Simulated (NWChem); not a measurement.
System: hydrogen sulfide (H$_{2}$S); SMILES S

Here is an NWChem input.

```
start job
memory heap 200 mb stack 900 mb global 1100 mb
geometry units angstroms
  S     -0.002233     0.054267     0.001825
  H     -0.920935    -0.902879    -0.018615
  H      0.991942    -0.823501    -0.039436
end
basis spherical
  * library def2-svp
end
dft
  xc hfexch
  iterations 150
end
task dft hessian
driver
  maxiter 150
  inhess 2
end
task dft optimize
```

Parts of the log:

```
             Northwest Computational Chemistry Package (NWChem) 7.3.0
             --------------------------------------------------------

 C2V symmetry detected

                             Geometry "geometry" -> ""
                             -------------------------

 Output coordinates in angstroms (scale by  1.889725989 to convert to a.u.)

  No.       Tag          Charge          X              Y              Z
 ---- ---------------- ---------- -------------- -------------- --------------
    1 S                   16.0000     0.00000000     0.00000000     0.10208343
    2 H                    1.0000     0.95731823     0.00000000    -0.81666743
    3 H                    1.0000    -0.95731823     0.00000000    -0.81666743

 Effective nuclear repulsion energy (a.u.)      13.0385856867

      Symmetry information
      --------------------

 Group name             C2v
 Group number             16
 Group order               4
 No. of unique centers     2

                                Z-matrix (autoz)
                                --------

 Units are Angstrom for bonds and degrees for angles

      Type          Name      I     J     K     L     M      Value
      ----------- --------  ----- ----- ----- ----- ----- ----------
    1 Stretch                  1     2                       1.32686
    2 Stretch                  1     3                       1.32686
    3 Bend                     2     1     3                92.35539

  xc_inp: hfexch multiplicative factor not found.

                              NWChem Analytic Hessian
                              -----------------------

 Summary of "ao basis" -> "ao basis" (spherical)
 ------------------------------------------------------------------------------
       Tag                 Description            Shells   Functions and Types
 ---------------- ------------------------------  ------  ---------------------
 S                          def2-svp                 8       18   4s3p1d
 H                          def2-svp                 3        5   2s1p

  ncent_ecp
  NO ECPs here                  566
  HESS GRID fine

                                 NWChem DFT Module
                                 -----------------

[...]

      ----------------------
      Optimization converged
      ----------------------

  Step       Energy      Delta E   Gmax     Grms     Xrms     Xmax
  ---- ---------------- -------- -------- -------- -------- --------
@    2    -398.56716689 -8.5D-08  0.00000  0.00000  0.00020  0.00049
                                     ok       ok       ok       ok

                                Z-matrix (autoz)
                                --------

 Units are Angstrom for bonds and degrees for angles

      Type          Name      I     J     K     L     M      Value     Gradient
      ----------- --------  ----- ----- ----- ----- ----- ---------- ----------
    1 Stretch                  1     2                       1.33438   -0.00000
    2 Stretch                  1     3                       1.33438   -0.00000
    3 Bend                     2     1     3                94.01725   -0.00000

                         Geometry "geometry" -> "geometry"
                         ---------------------------------

 Output coordinates in angstroms (scale by  1.889725989 to convert to a.u.)

  No.       Tag          Charge          X              Y              Z
 ---- ---------------- ---------- -------------- -------------- --------------
    1 S                   16.0000     0.00000000     0.00000000     0.09618134
    2 H                    1.0000     0.97604036     0.00000000    -0.81371639
    3 H                    1.0000    -0.97604036     0.00000000    -0.81371639

 Effective nuclear repulsion energy (a.u.)      12.9613805320

      Symmetry information
      --------------------

 Group name             C2v
 Group number             16
 Group order               4
 No. of unique centers     2

                Final and change from initial internal coordinates
                --------------------------------------------------

                                Z-matrix (autoz)
                                --------

 Units are Angstrom for bonds and degrees for angles

      Type          Name      I     J     K     L     M      Value       Change
      ----------- --------  ----- ----- ----- ----- ----- ---------- ----------
    1 Stretch                  1     2                       1.33438    0.00752
    2 Stretch                  1     3                       1.33438    0.00752
    3 Bend                     2     1     3                94.01725    1.66186

 ==============================================================================
                                internuclear distances
 ------------------------------------------------------------------------------
       center one      |      center two      | atomic units |  angstroms
 ------------------------------------------------------------------------------
    2 H                |   1 S                |     2.52161  |     1.33438
    3 H                |   1 S                |     2.52161  |     1.33438
 ------------------------------------------------------------------------------
                         number of included internuclear distances:          2
 ==============================================================================
```

Level: Hartree-Fock/def2-SVP.
